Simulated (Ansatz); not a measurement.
Theory: DFT, r2SCAN, plane waves (500 eV) with PAW, scalar-relativistic (Ansatz 0.2.0). (PAW data from PBE, frozen cores regenerated.)

An element in the fcc structure gives this curve. The cell is scaled uniformly from the relaxed one, with fractional coordinates and shape fixed. Energies are extrapolated to zero smearing, pressures are those at the given smearing. Magnetic state: spin not included.

| V (Å³/atom) | E − E₀ (meV/atom) | P (GPa) |
| --- | --- | --- |
| 13.468 | 241.4 | 48.88 |
| 14.080 | 96.9 | 28.37 |
| 14.692 | 21.6 | 12.45 |
| 15.304 | 0.0 | 0.12 |
| 15.916 | 19.9 | -9.41 |
| 16.529 | 71.7 | -16.72 |
| 17.141 | 148.0 | -22.29 |

Question: Which element is it?
A. tungsten
B. osmium
C. platinum
D. aluminium

Answer: C. Its fit is V₀ = 15.29 Å³/atom, B₀ = 271 GPa, B₀′ = 5.4.
